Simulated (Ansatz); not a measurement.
**BH4 (doublet): from Hartree-Fock to the top rungs at distance H1–H2 along a hydrogen transfer = 1.106 Å, cc-pVDZ**

Aim: climb from Hartree-Fock through coupled cluster and multireference methods for BH4 (doublet) at one geometry and basis, and see what each rung misses.

Method: cc-pVDZ, core rule «outside noble gas», up to 1 orbitals frozen; program: Ansatz 0.2.0, Gaussian basis.

Plan: UHF; CCSD(T) on ROHF; CCSD(T) on UHF; BCCD(T) on ROHF; CISD; CCSDT(Q) on ROHF; CCSDT(Q) on UHF; CCSDTQ on ROHF; CCSDTQ on UHF; CASSCF and MRCISD+Q, 3 electrons in 3 orbitals; CASSCF and NEVPT2, 3 electrons in 3 orbitals; CASSCF and MRCISD+Q, 7 electrons in 8 orbitals; CASSCF and NEVPT2, 7 electrons in 8 orbitals; Full CI.

2 further runs of the same task are left out: 2 for a known fault of the program.

**1. What is computed**

The geometry derives from fragments relaxed apart (PBE0/def2-TZVP) and kept rigid, so it is no stationary point. A hydrogen atom is moved between rigid fragments.

5 atoms, charge 0, spin multiplicity 2.

Atoms are counted from 1 here; the program's logs count them from 0.

Bond lengths: H2–B3 1.315 Å, B3–H4 1.191 Å, B3–H5 1.191 Å. Angles: H2–B3–H4 115.3°, H2–B3–H5 115.3°, H4–B3–H5 129.4°.

**2. UHF**

The input, in.yaml:

```yaml
crystal:
  periodic: [false, false, false]
  atoms:
    - {symbol: H, position_ang: [-2.236436, 0.000000, 0.000000]}
    - {symbol: H, position_ang: [-1.130436, 0.000000, 0.000000]}
    - {symbol: B, position_ang: [0.184564, 0.000000, 0.000000]}
    - {symbol: H, position_ang: [0.693637, 0.000000, 1.077008]}
    - {symbol: H, position_ang: [0.693637, 0.000000, -1.077008]}
basis:
  gaussian: {orbitals: cc-pVDZ}
magnetization: {spin_polarized: true, initial_magnetization: 1}
hamiltonian: {xc: hf}
output: {orbitals: {seedname: orbitals}}
```

On the command line:

```bash
$ ansatz run in.yaml --threads 1 --pin off --events-out ev --progress --plain --max-ram 4096MiB --backend cpu
```

The runs that follow: CCSD(T) on ROHF; CCSD(T) on UHF; BCCD(T) on ROHF; CISD; CCSDT(Q) on ROHF; CCSDT(Q) on UHF; CCSDTQ on ROHF; CCSDTQ on UHF; CASSCF and MRCISD+Q, 3 electrons in 3 orbitals; CASSCF and NEVPT2, 3 electrons in 3 orbitals; CASSCF and MRCISD+Q, 7 electrons in 8 orbitals; CASSCF and NEVPT2, 7 electrons in 8 orbitals; Full CI.

Before running them: what should the planned runs give, taken together? Wanted: FCI below the RHF energy; RMP2 from FCI; UMP2 from FCI; RCCSD from FCI; RCCSD(T) from FCI; UCCSD(T) from FCI; RCCSDT(Q) from FCI; UCCSDT(Q) from FCI; NEVPT2 pair from FCI.

As calculated:

```
                         quantity                                                                                                                 value
         FCI below the RHF energy                                                                                                            -3.6555 eV
                    RMP2 from FCI                                                                                                            +818.1 meV
                    UMP2 from FCI                                                                                                            +813.8 meV
                   RCCSD from FCI                                                                                                             +71.6 meV
                RCCSD(T) from FCI                                                                                                             +15.4 meV
                UCCSD(T) from FCI                                                                                                             +15.3 meV
               RCCSDT(Q) from FCI                                                                                                              +0.4 meV
               UCCSDT(Q) from FCI                                                                                                              +0.3 meV
             NEVPT2 pair from FCI                                                                                                            +768.9 meV
           MRCISD+Q pair from FCI                                                                                                              -4.9 meV
          NEVPT2 valence from FCI                                                                                                            +615.7 meV
levels within 1 kcal/mol (43 meV)  RCCSD(T), UCCSD(T), BCCD(T), RCCSDT, UCCSDT, RCCSDT(Q), UCCSDT(Q), RCCSDTQ, UCCSDTQ, MRCISD+Q pair, MRCISD+Q valence
                    T1 diagnostic                                                                                                                 0.023
   effectively unpaired electrons                                                                                                                  1.03
```

**Reading.** RCCSD(T) misses by +15.4 meV, 0.4 % of the correlation energy. MRCISD+Q pair falls below full CI: the +Q correction isn't variational, and the cores differ from full CI's. One determinant dominates. Of the multireference levels listed MRCISD+Q pair comes nearest in total energy (-4.9 meV), which doesn't show that its space is the better one. These misses are within one basis, not against nature; the frozen cores of restricted and unrestricted runs differ, which can shift their rows.
